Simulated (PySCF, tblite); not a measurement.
# C₄H₈O+ (doublet): geometry, infrared bands and EPR parameters

Wanted: the infrared bands and EPR parameters of C₄H₈O+ (doublet) (`[CH2+][CH]CCO`), by calculation.

Programs: tblite 0.8.0 and PySCF 2.14.0, with density-fitted response routines of our own. Each step states its level of theory. These are calculated values for one molecule in the gas phase, unless marked as measured. Atoms are numbered from 0 throughout.

## Step 1: The molecule as given

13 atoms, charge 1, multiplicity 2; geometry from: force field or distance geometry start.

Bonds of the start (Å): C0–C1 1.43, C1–C2 1.49, C2–C3 1.54, C3–O4 1.41, C0–H5 1.09, C0–H6 1.08, C1–H7 1.10, C2–H8 1.10, C2–H9 1.09, C3–H10 1.10, C3–H11 1.10, O4–H12 0.97.

## Step 2: Relaxing the molecule with GFN2-xTB

Job settings and geometry (Å):

```
{"job": {"kind": "relax", "xc": "GFN2-xTB", "basis": "xTB"}, "charge": 1, "multiplicity": 2}
C      1.923200     0.565700    -0.301500
C      0.928600    -0.062400     0.518300
C     -0.176700    -0.874100    -0.061700
C     -1.535900    -0.156300     0.059300
O     -1.620200     0.948800    -0.807700
H      1.880600     0.462700    -1.381900
H      2.719700     1.136300     0.153400
H      1.009500     0.051000     1.609700
H      0.021200    -1.090000    -1.119500
H     -0.234700    -1.830300     0.468500
H     -1.716800     0.183600     1.088700
H     -2.346000    -0.856100    -0.197900
H     -0.857100     1.521600    -0.617300
```

Command:

```
OMP_NUM_THREADS=1 python probes_run.py task.json out
```

One launch serves the whole session: the jobs run in the order shown.

**Question.** This job is followed by: GFN2-xTB harmonic vibrations, gas phase; UKS B3LYP, pcH-1 on C H O, non-relativistic, mean-field spin-orbit, GIAO. Predict these results of the whole session: strongest single infrared mode (GFN2-xTB); zero-point energy (GFN2-xTB); g(iso) (B3LYP); ⟨S²⟩; largest a(iso) (averaged by class).

As calculated:

```
                                 quantity                      value
strongest single infrared mode (GFN2-xTB)      3451 cm⁻¹, 173 km/mol
             zero-point energy (GFN2-xTB)              66.8 kcal/mol
                           g(iso) (B3LYP)                    2.00371
                                     ⟨S²⟩         0.755 (exact 0.75)
       largest a(iso) (averaged by class)  1H on H10, H11, 112.9 MHz
```

What this shows: Over 118 steps the energy fell by 0.469 eV; of the close pairs, C0–C1 changed most, 1.434 to 1.325 Å. No mode is imaginary among the 33: a minimum at this level. The strongest single mode, at 3451 cm⁻¹, moves mainly H12. Unscaled tight-binding wavenumbers are off by several per cent, some by more. Its intensities can rank the bands wrongly. C0 carries the largest spin population, 0.43 e. The isotropic g lies 1.4 ppt above the free-electron value. These values are for one conformer; the search (at its own cheap level) found 2 more, at 0.54, 1.78 kcal/mol, and measured spectra average over such forms.
